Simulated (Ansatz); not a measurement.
**doublet AlS: levels of theory in one basis**

```xyz
2

Al    0.0000    0.0000    0.0000
S     0.0000    0.0000    2.0290
```

Basis set: def2-SVP (spherical functions). Left uncorrelated: 10 orbitals. Correlation on ROHF uses semicanonical orbitals with singles. Charge 0, multiplicity 2.

Computed with Ansatz (development build ahead of 0.2.0); each method stands on the lowest determinant of its kind that the runs found.

| method | E − E(ROHF) (eV) | <S²> of the determinant |
| --- | --- | --- |
| ROHF | 0.00 | – |
| UHF | -0.09 | 0.77 |
| ROHF-MP2 | -4.55 | – |
| UHF-MP2 | -4.55 | 0.77 |
| ROHF-CCSD(T) | -5.30 | – |
| UHF-CCSD(T) | -5.29 | 0.77 |
